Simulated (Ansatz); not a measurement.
A nudged elastic band was laid between two geometries of C2H2 + CH3 (8 atoms, charge 0, multiplicity 2).

Computed with UHF/def2-SVP in Ansatz 0.2.0.

```yaml
movable_images: 7
climbing_image: yes
spring: 5.0 eV/Å²
optimiser: quadratic models (default)
start_path: through a guess of the saddle point
force_threshold: 0.03 eV/Å
iteration_limit: 60
end_points: relaxed
```

First end point:

```xyz
8
Properties=species:S:1:pos:R:3
H 0.469 0.380 -0.411
C 1.177 0.936 -0.983
C 1.967 1.556 -1.623
C -1.552 -1.230 1.286
H 2.674 2.111 -2.195
H -1.196 -2.171 0.892
H -2.403 -0.743 0.831
H -1.135 -0.838 2.204
```

Last end point:

```xyz
8
Properties=species:S:1:pos:R:3
H -0.510 -1.039 0.390
C 1.138 2.131 -1.338
C 2.232 2.022 -1.868
C -1.311 -1.216 1.107
H 3.188 1.928 -2.331
H -1.494 -2.288 1.191
H -2.220 -0.719 0.768
H -1.023 -0.820 2.080
```

Problem. What changes between the two ends?

Solution. Bonds broken: H1–C2. Bonds formed: H1–C4. C2H2 + CH3 becomes C2H + CH4.

Problem. Give the energies along the band, and the barrier.

Solution. The run converged. The highest image is number 3 of 0 to 8, 35.0 kcal/mol above the first end and 13.7 kcal/mol above the last; the last end lies 21.3 kcal/mol above the first. Neighbouring images differ by up to 1.4 eV, so the band resolves the path poorly. A vibrational analysis at the climbing image gives one clearly imaginary mode, 1878i cm⁻¹: a first-order saddle point.

```
image  path coordinate (Å)  energy (kcal/mol)  H1–C2 (Å)  H1–C4 (Å)
    0                 0.00                0.0       1.07       3.09
    1                 0.70                0.4       1.07       2.63
    2                 1.41                3.0       1.07       2.16
    3                 2.12               35.0       1.45       1.23
    4                 2.78               26.0       2.01       1.09
    5                 3.44               22.5       2.47       1.09
    6                 4.10               21.5       3.01       1.09
    7                 4.76               21.3       3.66       1.09
    8                 5.42               21.3       3.97       1.09
```

Problem. What is the geometry of the highest image?

Solution. 
```xyz
8
Properties=species:S:1:pos:R:3
H -0.162 -0.137 0.141
C 0.797 0.609 -0.642
C 1.585 1.252 -1.308
C -0.979 -0.769 0.805
H 2.284 1.809 -1.889
H -0.797 -1.816 0.577
H -1.956 -0.428 0.474
H -0.772 -0.520 1.842
```

The run took 74 s on 1 thread of Intel(R) Xeon(R) 6975P-C (Granite Rapids) (shared host), peak memory 0.14 GiB.
